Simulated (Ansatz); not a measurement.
Worked example: correlation energy of Ge–PH₂, doublet

Geometry: that of the Ge–PH2, quartet, kept fixed.

```yaml
atoms:
  - { symbol: Ge, position_ang: [0.0000, 0.0000, 0.8205] }
  - { symbol: P, position_ang: [0.0000, 0.0000, -1.7495] }
  - { symbol: H, position_ang: [0.0000, 1.0658, -2.6836] }
  - { symbol: H, position_ang: [0.0000, -1.0658, -2.6836] }
```

Basis cc-pVTZ; Ansatz 0.2.0. Only valence electrons are correlated (noble-gas cores and the filled d shells of p-block atoms frozen), which leaves 11 electrons in 86 orbitals. R marks a restricted (for open shells ROHF) determinant. No spin–orbit coupling is included, and no scalar relativity.

Full CI isn't at hand for all of this; RCCSDT(Q) serves as the reference, and is uncertain by about the last step of the cluster series.

Runs differ by some tens of microhartree through their thresholds and, for an open shell, their frozen cores, so steps under 0.03 kcal/mol mean nothing.

```json
{"level": "RHF", "total energy (hartree)": "-2417.257280"}
{"level": "RMP2", "total energy (hartree)": "-2417.495180"}
{"level": "RCCSD", "total energy (hartree)": "-2417.529082"}
{"level": "RCCSD(T)", "total energy (hartree)": "-2417.544618"}
{"level": "RCCSDT", "total energy (hartree)": "-2417.546628"}
{"level": "RCCSDT(Q)", "total energy (hartree)": "-2417.548010"}
```

What is the correlation energy at RCCSDT(Q), and what share of it do RMP2 and RCCSD(T) recover?

E(corr) = -2417.548010 − (-2417.257280) = -0.290730 hartree = -7.911 eV. RMP2: -0.237900 / -0.290730 = 81.83 %. RCCSD(T): -0.287338 / -0.290730 = 98.83 %.

By how many kcal/mol does RCCSD(T) miss RCCSDT(Q) (1 hartree = 627.509 kcal/mol), and which steps make up the rest?

-2417.544618 − (-2417.548010) = 0.003392 hartree = 2.13 kcal/mol. Steps: RCCSDT − RCCSD(T) = -1.26, RCCSDT(Q) − RCCSDT = -0.87 kcal/mol. Differences between like states or geometries often cancel part of this.
